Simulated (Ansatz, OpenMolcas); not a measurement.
## The same job for Ansatz

This OpenMolcas 26.06 job computes C2H3Al (ethynylalumane):

run.input:
```
&GATEWAY
BasLib = $CurrDir
Coord
6
angstrom
C       -0.792800      -1.637600      -0.298100
C       -0.266100      -0.564200      -0.106200
Al       0.564800       1.124200       0.195000
H       -1.257000      -2.583100      -0.467400
H        1.356700       1.804700      -0.990500
H        0.436600       1.792000       1.621000
Basis = def2-TZVP
Group = NoSym
&SEWARD
GridInput
Grid=UltraFine
End of Grid
&SCF
KSDFT = SVWN5
Thresholds = 1e-10 1e-07 1e-07 1e-05
PrOrbitals = 1 1
&ALASKA
```

```bash
$ export MOLCAS_MEM=1860
$ pymolcas run.input > run.log
```

(Basis files named in the input come from the Basis Set Exchange and aren't shown.)

Geometry: relaxed at PBE0-D4/def2-TZVP.

It gives a total energy of -318.607595 Eh.

Task: How is this level of theory, on these atoms, set up in Ansatz 0.2.0 as an input file of the program's own, asking for the energy?

Result: One way, which was run:

input.yaml:
```yaml
crystal:
  periodic: [false, false, false]
  atoms:
    - {symbol: C, position_ang: [-0.792800, -1.637600, -0.298100]}
    - {symbol: C, position_ang: [-0.266100, -0.564200, -0.106200]}
    - {symbol: Al, position_ang: [0.564800, 1.124200, 0.195000]}
    - {symbol: H, position_ang: [-1.257000, -2.583100, -0.467400]}
    - {symbol: H, position_ang: [1.356700, 1.804700, -0.990500]}
    - {symbol: H, position_ang: [0.436600, 1.792000, 1.621000]}
basis:
  gaussian: {orbitals: def2-TZVP}
output: {orbitals: {seedname: orbitals}}
accuracy: high
hamiltonian: {xc: {name: SVWN5}}
```

```bash
$ ansatz run input.yaml --threads 1 --pin off --max-ram 3480MiB --events-out events.jsonl --progress --plain --runs-dir runs
```

Its energy is -318.607595 Eh, the same as the first but for the last digit, at most.
